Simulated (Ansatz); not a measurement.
bcc Nb, relaxed in Ansatz (plane waves) with several semilocal functionals. Each gives its own volume and its own bulk modulus:

```csv
level,V0 (Å³/atom),bulk modulus B0 (GPa),ln V0,ln B0
LDA,17.118,191.0,2.8401,5.2523
PBE-D3(BJ),17.415,181.1,2.8573,5.1990
PBE-D4,17.826,174.2,2.8807,5.1602
r²SCAN+rVV10,17.874,176.5,2.8833,5.1733
r²SCAN-D4,17.932,174.9,2.8866,5.1642
revPBE,18.358,163.6,2.9101,5.0974
```

**Question.** Fit a straight line to ln B0 against ln V0. What does it predict for PBE, whose volume is 18.132 Å³/atom?

**Answer.** With x = ln V0 and y = ln B0: means 2.87635 and 5.17440; Σ(Δx Δy) = -0.006065, Σ(Δx²) = 0.002988, so the slope is -2.03. At x = 2.8977 the line gives y = 5.17440 + (-2.03) × (2.8977 − 2.87635) = 5.1311, or 169.2 GPa. The run with PBE gives 169.0 GPa, -0.1 % from the line. The rows used scatter about it by up to 1.4 %, while the largest value lies 17 % above the smallest. For comparison, PBE's own equation of state has B′ = 3.7, the slope −d ln B/d ln V at a fixed functional; the two needn't agree, since functionals also differ at one volume.

Measured: 173 GPa (measured, 0 K value with the zero-point phonon effect removed; as tabulated in Mejia-Rodriguez and Trickey (2018), arXiv:1807.09216).

Ansatz's density-functional and Hartree–Fock values are scalar-relativistic unless marked +SOC, with PAW data made under PBE.

Ansatz is a program for electronic structure.
